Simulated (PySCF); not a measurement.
Compound: C3H6OS.
Numbering: `[CH2:1]=[CH:2][S@@:3]([CH3:4])=[O:5]` (hydrogens: H6, H7 on C1; H8 on C2; H9, H10, H11 on C4)

Computed geometry: GFN2-xTB, gas phase.

**Question.** What internal coordinates does the optimisation give?

**Answer.** 
| bond | length (Å) |
| --- | --- |
| C1=C2 | 1.314 |
| C2–S3 | 1.821 |
| S3–C4 | 1.856 |
| S3=O5 | 1.462 |
| C1–H6 | 1.077 |
| C1–H7 | 1.080 |
| C2–H8 | 1.077 |
| C4–H9, C4–H10, C4–H11 | 1.084 |

Bonds in one row agree within 0.01 Å and their mean is given. A selection of angles:
| angle | degrees |
| --- | --- |
| C2–C1–H6 | 123.7 |
| C2–C1–H7 | 118.9 |
| H6–C1–H7 | 117.4 |
| C1–C2–S3 | 119.9 |
| C1–C2–H8 | 125.6 |
| S3–C2–H8 | 114.4 |
| C2–S3–C4 | 93.1 |
| C2–S3–O5 | 106.0 |
| C4–S3–O5 | 106.2 |
| S3–C4–H9 | 109.2 |
| S3–C4–H11 | 107.5 |
| H9–C4–H10 | 111.2 |
| H9–C4–H11 | 110.1 |

Dihedral angles: C1–C2–S3–C4 -110° (anticlinal).

Of the pairs four or more bonds apart, O5···H7 is among the closest relative to their van der Waals radii: 2.41 Å, 89 % of the sum of Bondi's values. S3 (sulfinyl sulfur) is pyramidal (angles 106.2°, 106.0° and 93.1°, sum 305.3°, 0.74 Å off the plane of its three neighbours). The C–S distances run from 1.821 Å (C2–S3, drawn single) to 1.856 Å (S3–C4, drawn single), a spread of 0.035 Å.

Point group: C1 (no symmetry element, even within 0.4 Å). No GFN2-xTB frequencies stand behind this structure, so it isn't proved a minimum. One conformer, not necessarily the lowest.
